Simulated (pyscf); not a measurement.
Single points on ωB97X-D3(BJ)/def2-SVP structures (PySCF, gas phase).

Question: For the elementary gas-phase step F–Mo(F)(F)(F)=S + NH₃ -> H₂N–Mo(F)(F)(F)(F)–SH (singlet surface; H–N broken, H–S, Mo–N formed), what barrier and reaction energy does ωB97M-D3(BJ)/def2-TZVP give, measured from the separated reactants?

Answer: ΔE‡ = 41.5 kcal/mol, ΔE = +17.6 kcal/mol. Zero-point energy shifts the barrier by -1.1 kcal/mol. It is an addition across a multiple bond or ene-type step, with an imaginary mode of 1339i cm⁻¹. On the reactant side the descent ends in an adduct with a Mo–N contact (not fully relaxed), 13.9 kcal/mol under the separated species and 52.9 kcal/mol under the saddle at ωB97X-D3(BJ)/def2-TZVP. What is counted as formed (Mo–N) is already present as a longer contact in the reactant adduct; forming that adduct is a step of its own. At ωB97X-D3(BJ)/def2-TZVP the barrier from the zero used here is 39.0 kcal/mol. One saddle was located; it need not be the lowest between these sides. Elements past Kr carry the def2 core potentials, without spin-orbit coupling.
